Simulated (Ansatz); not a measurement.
methanol (CH₄O), SMILES OC.

Geometry: B3LYP-D3(BJ)/def2-TZVP.

Two levels are set side by side: PBE/def2-TZVPD (Ansatz, a program for electronic structure) and PBE0/def2-TZVPD (Ansatz). Energy differences of separate SCF runs at the same geometry; the states with an electron removed or added have multiplicity 2 and 2. Differences are taken from unrounded values.

```json
[
 {"quantity": "vertical ionisation energy (eV)", "PBE0": "10.83", "PBE": "10.71", "PBE minus PBE0": "-0.12"},
 {"quantity": "vertical singlet–triplet gap (eV)", "PBE0": "6.47", "PBE": "6.29", "PBE minus PBE0": "-0.18"}
]
```
